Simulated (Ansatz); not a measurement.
# C3H6O2: the cost of one run

The runs use Ansatz 0.2.0, Gaussian basis; the settings change from run to run.

## 1. The geometry

An earlier PBE0-D4 in a triple-zeta def2 set relaxation fixed the geometry.

11 atoms, charge 0, spin multiplicity 1.

Atoms are counted from 1 here; the program's logs count them from 0.

Bond lengths: C1–O2 1.423 Å, C1–H6 1.091 Å, C1–H7 1.091 Å, C1–H8 1.088 Å, O2–C3 1.341 Å, C3–C4 1.497 Å, C3–O5 1.201 Å, C4–H9 1.092 Å, C4–H10 1.087 Å, C4–H11 1.092 Å. Angles: O2–C1–H6 110.7°, O2–C1–H7 110.7°, O2–C1–H8 105.9°, H6–C1–H7 108.7°, H6–C1–H8 110.5°, H7–C1–H8 110.5°, C1–O2–C3 115.2°, O2–C3–C4 111.1°, O2–C3–O5 123.3°, C4–C3–O5 125.7°, C3–C4–H9 109.9°, C3–C4–H10 109.5°, C3–C4–H11 109.9°, H9–C4–H10 110.1°, H9–C4–H11 107.3°, H10–C4–H11 110.1°.

As a file:

```xyz
11
C3H6O2
C    -1.4406    0.9967    0.5579
O    -0.6447   -0.1657    0.3537
C     0.5254    0.0448   -0.2672
C     1.2848   -1.2353   -0.4321
O     0.8925    1.1285   -0.6324
H    -0.9087    1.7242    1.1726
H    -1.6930    1.4626   -0.3957
H    -2.3407    0.6560    1.0648
H     1.4770   -1.6813    0.5455
H     2.2236   -1.0376   -0.9428
H     0.6898   -1.9498   -1.0039
```

## 2. BLYP/aug-cc-pVTZ

This run has D3(BJ) dispersion.

in.yaml reads:

```yaml
crystal:
  periodic: [false, false, false]
  atoms:
    - {symbol: C, position_ang: [-1.440571, 0.996701, 0.557856]}
    - {symbol: O, position_ang: [-0.644713, -0.165666, 0.353726]}
    - {symbol: C, position_ang: [0.525437, 0.044777, -0.267163]}
    - {symbol: C, position_ang: [1.284793, -1.235316, -0.432082]}
    - {symbol: O, position_ang: [0.892462, 1.128509, -0.632359]}
    - {symbol: H, position_ang: [-0.908701, 1.724221, 1.172649]}
    - {symbol: H, position_ang: [-1.692991, 1.462648, -0.395717]}
    - {symbol: H, position_ang: [-2.340667, 0.655972, 1.064813]}
    - {symbol: H, position_ang: [1.477037, -1.681258, 0.545538]}
    - {symbol: H, position_ang: [2.223630, -1.037633, -0.942799]}
    - {symbol: H, position_ang: [0.689782, -1.949754, -1.003860]}
basis:
  gaussian: {orbitals: aug-cc-pVTZ}
hamiltonian: {xc: {name: BLYP}, dispersion: d3bj}
```

The run is started by

```bash
$ ansatz run in.yaml --threads 4 --pin off --events-out ev --progress --plain --max-ram 10444MiB
```

Q: Estimate wall time and peak memory on 4 threads of Arm Neoverse V1, shared host.

About 4.4 s, with a peak of 0.58 GiB.
